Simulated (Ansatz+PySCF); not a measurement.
Two shapes of doublet C2H2(+).

Shape 1:

```xyz
4

C     0.0000    0.0000   -0.6217
C     0.0000    0.0000    0.6217
H     0.0000    0.0000    1.6513
H     0.0000    0.0000   -1.6513
```

Shape 2:

```xyz
4

C     0.0000    0.0000   -0.6217
C     0.0000    0.0000    0.6217
H     0.0000    0.0000    1.7213
H     0.0000    0.0000   -1.7213
```

Basis set: cc-pVTZ (spherical functions). Left uncorrelated: 2 orbitals. Correlation on ROHF uses semicanonical orbitals with singles. Charge 1, multiplicity 2.

Computed with Ansatz (development build ahead of 0.2.0) and PySCF 2.14.0; each method stands on the lowest determinant of its kind that the runs found.

(1) Which shape is lower in energy, and by how much in each method?

Results:

(1)

| method | E(2) − E(1) (eV) |
| --- | --- |
| ROHF | -0.033 |
| UHF | -0.035 |
| ROHF-CCSD(T) | -0.085 |

Shape 2 is lower.
